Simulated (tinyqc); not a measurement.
Worked calculation (part 1 of 2): MP2 on RHF in the sto-6g basis, frozen core, for BH3, spin multiplicity 1. Computed by tinyqc, a small Python program that keeps every step (integrals from PySCF). Settings: charge = 0, multiplicity = 1, basis = sto-6g, method = RHF, frozen orbitals = 1, energy threshold = 1e-10, iteration cap = 86, orthogonalisation = symmetric, start = core, DIIS depth = 6. Command: `OMP_NUM_THREADS=1 python tinyqc.py 29209 29210 out.jsonl` (the two numbers bound the seeds that draw the settings). One thread of a shared host (Intel(R) Xeon(R) Processor @ 2.60GHz), about 0.4 s of CPU time with the checks. The early iterations of the SCF are left out here.

## One-electron integrals

Geometry (angstrom):
```
atom          x          y         z
B      0.000000   0.000000  0.022000
H      1.192000   0.000000  0.000000
H     -0.596000   1.032000  0.000000
H     -0.596000  -1.032000  0.000000
```

Basis sto-6g: exponents (1/bohr^2) and contraction coefficients of normalised primitives:
```
element  l (shell)    exponent  coefficient
B            s (1)  506.011147     0.009164
B            s (1)   92.776814     0.049362
B            s (1)   25.955658     0.168538
B            s (1)    8.916445     0.370563
B            s (1)    3.462507     0.416492
B            s (1)    1.426054     0.130334
B            s (2)   23.194575    -0.013253
B            s (2)    4.590810    -0.046992
B            s (2)    1.426819    -0.033785
B            s (2)    0.548948     0.250242
B            s (2)    0.238410     0.595117
B            s (2)    0.109280     0.240706
B            p (3)   23.194575     0.003760
B            p (3)    4.590810     0.037679
B            p (3)    1.426819     0.173897
B            p (3)    0.548948     0.418036
B            p (3)    0.238410     0.425859
B            p (3)    0.109280     0.101708
H            s (1)   35.523221     0.009164
H            s (1)    6.513144     0.049361
H            s (1)    1.822143     0.168538
H            s (1)    0.625955     0.370563
H            s (1)    0.243077     0.416492
H            s (1)    0.100112     0.130334
```

Overlap, kinetic and nuclear-attraction integrals over the contracted functions; the nuclear repulsion is the sum of Za Zb / Rab.

nuclear repulsion = 7.42799026 hartree

overlap S:
```
           1B 1s     1B 2s     1B 2px     1B 2py     1B 2pz      2H 1s      3H 1s      4H 1s
1B 1s   1.000000  0.264891   0.000000   0.000000   0.000000   0.068751   0.068792   0.068792
1B 2s   0.264891  1.000000   0.000000   0.000000   0.000000   0.475068   0.475203   0.475203
1B 2px  0.000000  0.000000   1.000000   0.000000   0.000000   0.487441  -0.243818  -0.243818
1B 2py  0.000000  0.000000   0.000000   1.000000   0.000000   0.000000   0.422181  -0.422181
1B 2pz  0.000000  0.000000   0.000000   0.000000   1.000000  -0.008996  -0.009000  -0.009000
2H 1s   0.068751  0.475068   0.487441   0.000000  -0.008996   1.000000   0.108089   0.108089
3H 1s   0.068792  0.475203  -0.243818   0.422181  -0.009000   0.108089   1.000000   0.108168
4H 1s   0.068792  0.475203  -0.243818  -0.422181  -0.009000   0.108089   0.108168   1.000000
```

kinetic energy T (hartree):
```
            1B 1s      1B 2s     1B 2px     1B 2py     1B 2pz      2H 1s      3H 1s      4H 1s
1B 1s   10.947243  -0.333880   0.000000   0.000000   0.000000  -0.010774  -0.010770  -0.010770
1B 2s   -0.333880   0.374498   0.000000   0.000000   0.000000   0.087712   0.087778   0.087778
1B 2px   0.000000   0.000000   1.125026   0.000000   0.000000   0.229570  -0.114873  -0.114873
1B 2py   0.000000   0.000000   0.000000   1.125026   0.000000   0.000000   0.198908  -0.198908
1B 2pz   0.000000   0.000000   0.000000   0.000000   1.125026  -0.004237  -0.004240  -0.004240
2H 1s   -0.010774   0.087712   0.229570   0.000000  -0.004237   0.768522  -0.011998  -0.011998
3H 1s   -0.010770   0.087778  -0.114873   0.198908  -0.004240  -0.011998   0.768522  -0.011997
4H 1s   -0.010770   0.087778  -0.114873  -0.198908  -0.004240  -0.011998  -0.011997   0.768522
```

nuclear attraction V (hartree):
```
             1B 1s      1B 2s     1B 2px     1B 2py     1B 2pz      2H 1s      3H 1s      4H 1s
1B 1s   -24.723511  -3.096965   0.000013   0.000000   0.001078  -0.886397  -0.886932  -0.886932
1B 2s    -3.096965  -5.034980   0.000083   0.000000   0.008926  -2.103882  -2.104672  -2.104672
1B 2px    0.000013   0.000083  -5.095152   0.000000  -0.000002  -2.044860   1.022966   1.022966
1B 2py    0.000000   0.000000   0.000000  -5.095145   0.000000   0.000000  -1.771272   1.771272
1B 2pz    0.001078   0.008926  -0.000002   0.000000  -4.914202   0.039577   0.039597   0.039597
2H 1s    -0.886397  -2.103882  -2.044860   0.000000   0.039577  -3.939817  -0.461046  -0.461046
3H 1s    -0.886932  -2.104672   1.022966  -1.771272   0.039597  -0.461046  -3.940320  -0.461395
4H 1s    -0.886932  -2.104672   1.022966   1.771272   0.039597  -0.461046  -0.461395  -3.940320
```

core Hamiltonian H = T + V (hartree):
```
             1B 1s      1B 2s     1B 2px     1B 2py     1B 2pz      2H 1s      3H 1s      4H 1s
1B 1s   -13.776267  -3.430845   0.000013   0.000000   0.001078  -0.897171  -0.897702  -0.897702
1B 2s    -3.430845  -4.660482   0.000083   0.000000   0.008926  -2.016171  -2.016894  -2.016894
1B 2px    0.000013   0.000083  -3.970126   0.000000  -0.000002  -1.815290   0.908093   0.908093
1B 2py    0.000000   0.000000   0.000000  -3.970118   0.000000   0.000000  -1.572364   1.572364
1B 2pz    0.001078   0.008926  -0.000002   0.000000  -3.789175   0.035340   0.035357   0.035357
2H 1s    -0.897171  -2.016171  -1.815290   0.000000   0.035340  -3.171295  -0.473045  -0.473045
3H 1s    -0.897702  -2.016894   0.908093  -1.572364   0.035357  -0.473045  -3.171797  -0.473392
4H 1s    -0.897702  -2.016894   0.908093   1.572364   0.035357  -0.473045  -0.473392  -3.171797
```

## Two-electron integrals

Functions are numbered as in S; the eight-fold symmetry (ij|kl) = (ji|kl) = (kl|ij) leaves the list below.

Two-electron integrals (ij|kl) in chemists' order, unique and non-zero (hartree):
```
(11|11) 2.924993    (21|11) 0.480756    (21|21) 0.099484    (22|11) 0.743449
(22|21) 0.188967    (22|22) 0.544922    (31|31) 0.021096    (32|31) 0.030854
(32|32) 0.120443    (33|11) 0.743450    (33|21) 0.188967    (33|22) 0.544922
(33|33) 0.587109    (41|41) 0.021096    (42|41) 0.030854    (42|42) 0.120443
(43|43) 0.031641    (44|11) 0.743450    (44|21) 0.188967    (44|22) 0.544922
(44|33) 0.523827    (44|44) 0.587109    (51|51) 0.021096    (52|51) 0.030854
(52|52) 0.120443    (53|53) 0.031641    (54|54) 0.031641    (55|11) 0.743450
(55|21) 0.188967    (55|22) 0.544922    (55|33) 0.523827    (55|44) 0.523827
(55|55) 0.587109    (61|11) 0.129843    (61|21) 0.025995    (61|22) 0.048853
(61|31) 0.002038    (61|32) 0.003855    (61|33) 0.049386    (61|44) 0.048586
(61|51) -0.000038   (61|52) -0.000071   (61|53) -0.000015   (61|55) 0.048587
(61|61) 0.007048    (62|11) 0.284704    (62|21) 0.073434    (62|22) 0.229932
(62|31) 0.008583    (62|32) 0.048736    (62|33) 0.242440    (62|44) 0.223675
(62|51) -0.000158   (62|52) -0.000899   (62|53) -0.000346   (62|55) 0.223682
(62|61) 0.020301    (62|62) 0.129762    (63|11) 0.258846    (63|21) 0.067767
(63|22) 0.223578    (63|31) 0.014891    (63|32) 0.079082    (63|33) 0.247225
(63|44) 0.211751    (63|51) -0.000126   (63|52) -0.000801   (63|53) -0.000482
(63|55) 0.211757    (63|61) 0.019782    (63|62) 0.148014    (63|63) 0.180337
(64|41) 0.008057    (64|42) 0.035690    (64|43) 0.009339    (64|54) -0.000172
(64|64) 0.015042    (65|11) -0.004777   (65|21) -0.001251   (65|22) -0.004126
(65|31) -0.000126   (65|32) -0.000801   (65|33) -0.004218   (65|44) -0.003908
(65|51) 0.008059    (65|52) 0.035705    (65|53) 0.009345    (65|55) -0.004253
(65|61) -0.000365   (65|62) -0.002732   (65|63) -0.003051   (65|65) 0.015098
(66|11) 0.436860    (66|21) 0.115098    (66|22) 0.404496    (66|31) 0.017203
(66|32) 0.126041    (66|33) 0.452736    (66|44) 0.380364    (66|51) -0.000318
(66|52) -0.002326   (66|53) -0.001336   (66|55) 0.380389    (66|61) 0.032717
(66|62) 0.285216    (66|63) 0.354923    (66|65) -0.006551   (66|66) 0.774999
(71|11) 0.129921    (71|21) 0.026011    (71|22) 0.048882    (71|31) -0.001020
(71|32) -0.001929   (71|33) 0.048815    (71|41) 0.001766    (71|42) 0.003340
(71|43) -0.000347   (71|44) 0.049215    (71|51) -0.000038   (71|52) -0.000071
(71|53) 0.000007    (71|54) -0.000013   (71|55) 0.048615    (71|61) 0.006724
(71|62) 0.018430    (71|63) 0.016554    (71|64) 0.000816    (71|65) -0.000332
(71|66) 0.028619    (71|71) 0.007056    (72|11) 0.284814    (72|21) 0.073462
(72|22) 0.230012    (72|31) -0.004294   (72|32) -0.024380   (72|33) 0.228448
(72|41) 0.007435    (72|42) 0.042216    (72|43) -0.008128   (72|44) 0.237828
(72|51) -0.000159   (72|52) -0.000900   (72|53) 0.000173    (72|54) -0.000300
(72|55) 0.223760    (72|61) 0.018426    (72|62) 0.088174    (72|63) 0.079857
(72|64) 0.010584    (72|65) -0.001812   (72|66) 0.149784    (72|71) 0.020320
(72|72) 0.129841    (73|11) -0.129489   (73|21) -0.033900   (73|22) -0.111842
(73|31) 0.009770    (73|32) 0.046561    (73|33) -0.117371   (73|41) -0.002960
(73|42) -0.018796   (73|43) 0.011728    (73|44) -0.112225   (73|51) 0.000063
(73|52) 0.000401    (73|53) -0.000250   (73|54) 0.000134    (73|55) -0.105929
(73|61) -0.007570   (73|62) -0.030766   (73|63) -0.019830   (73|64) -0.002609
(73|65) 0.000622    (73|66) -0.044189   (73|71) -0.009902   (73|72) -0.074062
(73|73) 0.056413    (74|11) 0.224216    (74|21) 0.058700    (74|22) 0.193659
(74|31) -0.002960   (74|32) -0.018796   (74|33) 0.187053    (74|41) 0.013187
(74|42) 0.068252    (74|43) -0.010972   (74|44) 0.210503    (74|51) -0.000109
(74|52) -0.000694   (74|53) 0.000134    (74|54) -0.000405   (74|55) 0.183420
(74|61) 0.014739    (74|62) 0.074439    (74|63) 0.067129    (74|64) 0.017429
(74|65) -0.001497   (74|66) 0.126561    (74|71) 0.017145    (74|72) 0.128241
(74|73) -0.071617   (74|74) 0.139060    (75|11) -0.004780   (75|21) -0.001251
(75|22) -0.004128   (75|31) 0.000063    (75|32) 0.000401    (75|33) -0.003988
(75|41) -0.000109   (75|42) -0.000694   (75|43) 0.000134    (75|44) -0.004143
(75|51) 0.008063    (75|52) 0.035720    (75|53) -0.004675   (75|54) 0.008095
(75|55) -0.004255   (75|61) -0.000332   (75|62) -0.001813   (75|63) -0.001608
(75|64) -0.000210   (75|65) 0.009390    (75|66) -0.003231   (75|71) -0.000366
(75|72) -0.002734   (75|73) 0.001527    (75|74) -0.002644   (75|75) 0.015109
(76|11) 0.062442    (76|21) 0.016081    (76|22) 0.050865    (76|31) 0.000793
(76|32) 0.004521    (76|33) 0.051366    (76|41) 0.001373    (76|42) 0.007829
(76|43) 0.000371    (76|44) 0.051794    (76|51) -0.000059   (76|52) -0.000334
(76|53) -0.000048   (76|54) -0.000082   (76|55) 0.049435    (76|61) 0.004279
(76|62) 0.024728    (76|63) 0.026087    (76|64) 0.002666    (76|65) -0.000567
(76|66) 0.049401    (76|71) 0.004281    (76|72) 0.024735    (76|73) -0.010739
(76|74) 0.023928    (76|75) -0.000567   (76|76) 0.005856    (77|11) 0.436949
(77|21) 0.115121    (77|22) 0.404556    (77|31) -0.008606   (77|32) -0.063045
(77|33) 0.398524    (77|41) 0.014902    (77|42) 0.109166    (77|43) -0.031347
(77|44) 0.434700    (77|51) -0.000318   (77|52) -0.002327   (77|53) 0.000668
(77|54) -0.001157   (77|55) 0.380445    (77|61) 0.028608    (77|62) 0.149752
(77|63) 0.131683    (77|64) 0.025022    (77|65) -0.003231   (77|66) 0.255618
(77|71) 0.032743    (77|72) 0.285314    (77|73) -0.177548   (77|74) 0.307432
(77|75) -0.006554   (77|76) 0.049401    (77|77) 0.774999    (81|11) 0.129921
(81|21) 0.026011    (81|22) 0.048882    (81|31) -0.001020   (81|32) -0.001929
(81|33) 0.048815    (81|41) -0.001766   (81|42) -0.003340   (81|43) 0.000347
(81|44) 0.049215    (81|51) -0.000038   (81|52) -0.000071   (81|53) 0.000007
(81|54) 0.000013    (81|55) 0.048615    (81|61) 0.006724    (81|62) 0.018430
(81|63) 0.016554    (81|64) -0.000816   (81|65) -0.000332   (81|66) 0.028619
(81|71) 0.006728    (81|72) 0.018437    (81|73) -0.008989   (81|74) 0.013931
(81|75) -0.000332   (81|76) 0.003962    (81|77) 0.028625    (81|81) 0.007056
(82|11) 0.284814    (82|21) 0.073462    (82|22) 0.230012    (82|31) -0.004294
(82|32) -0.024380   (82|33) 0.228448    (82|41) -0.007435   (82|42) -0.042216
(82|43) 0.008128    (82|44) 0.237828    (82|51) -0.000159   (82|52) -0.000900
(82|53) 0.000173    (82|54) 0.000300    (82|55) 0.223760    (82|61) 0.018426
(82|62) 0.088174    (82|63) 0.079857    (82|64) -0.010584   (82|65) -0.001812
(82|66) 0.149784    (82|71) 0.018437    (82|72) 0.088210    (82|73) -0.049123
(82|74) 0.063879    (82|75) -0.001813   (82|76) 0.018375    (82|77) 0.149816
(82|81) 0.020320    (82|82) 0.129841    (83|11) -0.129489   (83|21) -0.033900
(83|22) -0.111842   (83|31) 0.009770    (83|32) 0.046561    (83|33) -0.117371
(83|41) 0.002960    (83|42) 0.018796    (83|43) -0.011728   (83|44) -0.112225
(83|51) 0.000063    (83|52) 0.000401    (83|53) -0.000250   (83|54) -0.000134
(83|55) -0.105929   (83|61) -0.007570   (83|62) -0.030766   (83|63) -0.019830
(83|64) 0.002609    (83|65) 0.000622    (83|66) -0.044189   (83|71) -0.008989
(83|72) -0.049123   (83|73) 0.036084    (83|74) -0.034886   (83|75) 0.000987
(83|76) -0.007982   (83|77) -0.087565   (83|81) -0.009902   (83|82) -0.074062
(83|83) 0.056413    (84|11) -0.224216   (84|21) -0.058700   (84|22) -0.193659
(84|31) 0.002960    (84|32) 0.018796    (84|33) -0.187053   (84|41) 0.013187
(84|42) 0.068252    (84|43) -0.010972   (84|44) -0.210503   (84|51) 0.000109
(84|52) 0.000694    (84|53) -0.000134   (84|54) -0.000405   (84|55) -0.183420
(84|61) -0.014739   (84|62) -0.074439   (84|63) -0.067129   (84|64) 0.017429
(84|65) 0.001497    (84|66) -0.126561   (84|71) -0.013931   (84|72) -0.063879
(84|73) 0.034886    (84|74) -0.038449   (84|75) 0.001288    (84|76) -0.013821
(84|77) -0.101549   (84|81) -0.017145   (84|82) -0.128241   (84|83) 0.071617
(84|84) 0.139060    (85|11) -0.004780   (85|21) -0.001251   (85|22) -0.004128
(85|31) 0.000063    (85|32) 0.000401    (85|33) -0.003988   (85|41) 0.000109
(85|42) 0.000694    (85|43) -0.000134   (85|44) -0.004143   (85|51) 0.008063
(85|52) 0.035720    (85|53) -0.004675   (85|54) -0.008095   (85|55) -0.004255
(85|61) -0.000332   (85|62) -0.001813   (85|63) -0.001608   (85|64) 0.000210
(85|65) 0.009390    (85|66) -0.003231   (85|71) -0.000332   (85|72) -0.001813
(85|73) 0.000987    (85|74) -0.001288   (85|75) 0.009395    (85|76) -0.000410
(85|77) -0.003232   (85|81) -0.000366   (85|82) -0.002734   (85|83) 0.001527
(85|84) 0.002644    (85|85) 0.015109    (86|11) 0.062442    (86|21) 0.016081
(86|22) 0.050865    (86|31) 0.000793    (86|32) 0.004521    (86|33) 0.051366
(86|41) -0.001373   (86|42) -0.007829   (86|43) -0.000371   (86|44) 0.051794
(86|51) -0.000059   (86|52) -0.000334   (86|53) -0.000048   (86|54) 0.000082
(86|55) 0.049435    (86|61) 0.004279    (86|62) 0.024728    (86|63) 0.026087
(86|64) -0.002666   (86|65) -0.000567   (86|66) 0.049401    (86|71) 0.003962
(86|72) 0.018375    (86|73) -0.007982   (86|74) 0.013821    (86|75) -0.000410
(86|76) 0.004611    (86|77) 0.030603    (86|81) 0.004281    (86|82) 0.024735
(86|83) -0.010739   (86|84) -0.023928   (86|85) -0.000567   (86|86) 0.005856
(87|11) 0.062487    (87|21) 0.016093    (87|22) 0.050903    (87|31) -0.001587
(87|32) -0.009049   (87|33) 0.052048    (87|44) 0.051189    (87|51) -0.000059
(87|52) -0.000334   (87|53) 0.000095    (87|55) 0.049471    (87|61) 0.003962
(87|62) 0.018381    (87|63) 0.015967    (87|65) -0.000410   (87|66) 0.030620
(87|71) 0.004284    (87|72) 0.024755    (87|73) -0.015371   (87|74) 0.021278
(87|75) -0.000567   (87|76) 0.004614    (87|77) 0.049444    (87|81) 0.004284
(87|82) 0.024755    (87|83) -0.015371   (87|84) -0.021278   (87|85) -0.000567
(87|86) 0.004614    (87|87) 0.005865    (88|11) 0.436949    (88|21) 0.115121
(88|22) 0.404556    (88|31) -0.008606   (88|32) -0.063045   (88|33) 0.398524
(88|41) -0.014902   (88|42) -0.109166   (88|43) 0.031347    (88|44) 0.434700
(88|51) -0.000318   (88|52) -0.002327   (88|53) 0.000668    (88|54) 0.001157
(88|55) 0.380445    (88|61) 0.028608    (88|62) 0.149752    (88|63) 0.131683
(88|64) -0.025022   (88|65) -0.003231   (88|66) 0.255618    (88|71) 0.028625
(88|72) 0.149816    (88|73) -0.087565   (88|74) 0.101549    (88|75) -0.003232
(88|76) 0.030603    (88|77) 0.255673    (88|81) 0.032743    (88|82) 0.285314
(88|83) -0.177548   (88|84) -0.307432   (88|85) -0.006554   (88|86) 0.049401
(88|87) 0.049444    (88|88) 0.774999
```

## Orthogonalisation

S = U s U^T; symmetric (Loewdin) form X = U s^(-1/2) U^T, so that X^T S X = 1.

eigenvalues of S: 0.257183  0.346417  0.346459  0.950435  1.000459  1.545415  1.545479  2.008154

X:
```
            1B 1s      1B 2s     1B 2px     1B 2py     1B 2pz      2H 1s      3H 1s      4H 1s
1B 1s    1.031770  -0.174693   0.000007   0.000000   0.000665   0.024535   0.024536   0.024536
1B 2s   -0.174693   1.433875  -0.000137   0.000000  -0.007519  -0.346582  -0.346780  -0.346780
1B 2px   0.000007  -0.000137   1.211349   0.000000   0.000003  -0.363626   0.181932   0.181932
1B 2py   0.000000   0.000000   0.000000   1.211365   0.000000   0.000000  -0.315006   0.315006
1B 2pz   0.000665  -0.007519   0.000003   0.000000   1.000139   0.006440   0.006444   0.006444
2H 1s    0.024535  -0.346582  -0.363626   0.000000   0.006440   1.273638  -0.018257  -0.018257
3H 1s    0.024536  -0.346780   0.181932  -0.315006   0.006444  -0.018257   1.273839  -0.018235
4H 1s    0.024536  -0.346780   0.181932   0.315006   0.006444  -0.018257  -0.018235   1.273839
```
